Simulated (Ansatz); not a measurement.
Geometry optimisation, RKS PBE/cc-pVDZ (Ansatz 0.2.0).

The input (input.yaml):

```yaml
crystal:
  periodic: [false, false, false]
  atoms:
    - { symbol: B, position_ang: [0.0, 0.0, 0.0] }
    - { symbol: O, position_ang: [0.0, 0.0, 1.76] }
    - { symbol: H, position_ang: [-0.9095, -0.2814, 2.0971] }
    - { symbol: H, position_ang: [1.0305, 0.0, -0.595] }
    - { symbol: H, position_ang: [-1.0305, 0.0, -0.595] }
    - { symbol: "N", position_ang: [0.0829, 1.7537, 0.5833] }
    - { symbol: H, position_ang: [0.4765, 1.9752, 1.5423] }
    - { symbol: H, position_ang: [-0.2631, 2.537, -0.0414] }
    - { symbol: H, position_ang: [0.0529, 1.1189, 1.5507] }
basis:
  gaussian: { orbitals: cc-pVDZ }
hamiltonian:
  xc: pbe
relax:
  f_tol: 0.15
  max_steps: 25
  restrain:
    - { distance: [0, 5], at: 1.55, k: 30.0 }
    - { distance: [8, 1], at: 1.01, k: 30.0 }
    - { distance: [0, 1], at: 2.61, k: 30.0 }
    - { distance: [8, 5], at: 2.26, k: 30.0 }
output:
  orbitals: {}
```

Run as:

```bash
$ ansatz run input.yaml --threads 1 --pin off --max-ram 2048MiB --backend cpu --events-out ev --progress --plain --runs-dir out
```

Task: Where does it end, and by what steps?

Result: The forces met the threshold. The restraints hold the end off the free minimum. After 12 steps the energy has fallen by 4.194 eV (the restraints' own energy left out); H7 moved furthest, 1.35 Å. Parted: N6–H9 (1.16 → 2.26 Å).

| step | energy less start (eV) | largest force component (eV/Å) | accepted |
| --- | --- | --- | --- |
| 0 | 0.0000 | 4.505 | yes |
| 1 | -1.2815 | 4.728 | yes |
| 2 | -1.8930 | 4.379 | yes |
| 3 | -2.6818 | 3.036 | yes |
| 4 | -3.2746 | 1.399 | yes |
| 5 | -3.6379 | 1.704 | yes |
| 6 | -3.9046 | 2.118 | yes |
| 7 | -4.0752 | 2.087 | yes |
| 8 | -4.1597 | 2.021 | yes |
| 9 | -4.1843 | 2.009 | yes |
| 10 | -4.1570 | 2.130 | no |
| 11 | -4.1902 | 2.036 | yes |
| 12 | -4.1942 | 2.039 | yes |

```xyz
9
Properties=species:S:1:pos:R:3
B 0.117 0.506 -0.180
O -0.208 -0.357 2.261
H -1.146 -0.490 2.023
H 1.158 -0.091 -0.331
H -0.973 0.069 -0.493
N 0.173 1.916 0.263
H 1.054 2.410 0.406
H -0.644 2.527 0.263
H -0.091 0.614 2.091
```

The run took 9.8 s on 1 thread of AMD EPYC 9R45 96-Core Processor (Zen 5) (shared host), peak memory 0.15 GiB.
